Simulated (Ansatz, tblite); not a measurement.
Removing and adding an electron: (H3Si)2NH (Si₂NH₇). Total charge 0; singlet. Geometry: B3LYP-D4/def2-TZVP. Ansatz, gas phase; energy differences of separate SCF runs; the oxidised species was run as a doublet alone; the reduced species was run as a doublet alone.

```xyz
10

Si   -1.551   -0.120   -0.194
H    -2.334    0.577   -1.245
H    -1.319   -1.528   -0.581
H    -2.366   -0.095    1.048
N    -0.003    0.630   -0.001
Si    1.554   -0.106    0.184
H     2.560    0.601   -0.645
H     1.434   -1.515   -0.250
H     2.044   -0.080    1.586
H    -0.019    1.637    0.098
```

The xTB rows come from tblite. Correlated methods freeze 11 core orbitals. In CCSD on the charge 1 doublet the largest single amplitude is 0.16, so its Hartree–Fock determinant may place the open shell otherwise than the density functionals do.

```tsv
level	−HOMO (eV)	vertical IE (eV)	−LUMO (eV)	vertical EA (eV)	HOMO–LUMO gap (eV)	IE − EA (eV)	remarks
GFN1-xTB	11.61	14.45	5.45	2.84	6.16	11.61	–
GFN2-xTB	10.30	13.33	5.27	2.41	5.03	10.92	–
HF/def2-TZVPP	–	8.65	–	–	–	–	–
PBE-D4/def2-TZVP	6.17	9.26	0.91	–	5.26	–	–
PBE-D4/def2-TZVPD	6.21	–	1.07	-0.78	5.14	–	HOMO above zero (-1 doublet)
r2SCAN-D4/def2-TZVP	6.47	9.35	0.46	–	6.02	–	–
r2SCAN-D4/def2-TZVPD	6.49	–	0.58	-0.96	5.91	–	HOMO above zero (-1 doublet)
PBE0-D4/def2-TZVP	7.50	9.52	0.07	–	7.44	–	–
PBE0-D4/def2-TZVPD	7.52	–	0.28	-0.97	7.24	–	HOMO above zero (-1 doublet)
MP2/def2-TZVPP	–	10.13	–	–	–	–	–
CCSD/def2-TZVPP	–	9.75	–	–	–	–	–
CCSD(T)/def2-TZVPP	–	9.80	–	–	–	–	–
```

   A HOMO above zero means that the electron is unbound at that level or that self-interaction error raises the level; the energy of removing that electron tells which. Raw xTB energy differences between charge states are shifted by several eV; the methods need an empirical correction for them. A negative affinity means that the extra electron isn't bound; its size then hangs on the basis.
